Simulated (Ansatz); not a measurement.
C3H4O (`CC=C=O`). Charge 0, multiplicity 1.

```xyz
8

C     0.4235   -0.2935   -0.8256
C    -0.5048    0.3426    0.1690
C    -0.3485    0.2484    1.4639
O    -0.2078    0.1634    2.6124
H    -0.1089   -1.0064   -1.4606
H     0.8795    0.4586   -1.4748
H     1.2294   -0.8323   -0.3262
H    -1.3624    0.9193   -0.1580
```

Q: List the harmonic frequencies (cm⁻¹, unscaled) at PBE0-D4/def2-TZVP in Ansatz. (An estimate is asked.)

A: The calculation gave: 149, 208, 520, 563, 659, 914, 1053, 1086, 1157, 1410, 1426, 1475, 1507, 2242, 3046, 3104, 3139, 3204.

Q: Is this a minimum?

A: Yes, all 18 modes are real.

Q: Give the ideal-gas thermochemistry at 298.15 K and 1 bar (rigid rotor, harmonic oscillator; point group Cs, symmetry number 1).

A: Zero-point energy 160.7 kJ/mol; H(298) − E = 175.5 kJ/mol; entropy 285.4 J/(mol·K), of which translation 159.1, rotation 98.7, vibration 27.7; G(298) − E = 90.4 kJ/mol.

Q: Rotational constants (cm⁻¹)?

A: 1.318, 0.1508, 0.1388.
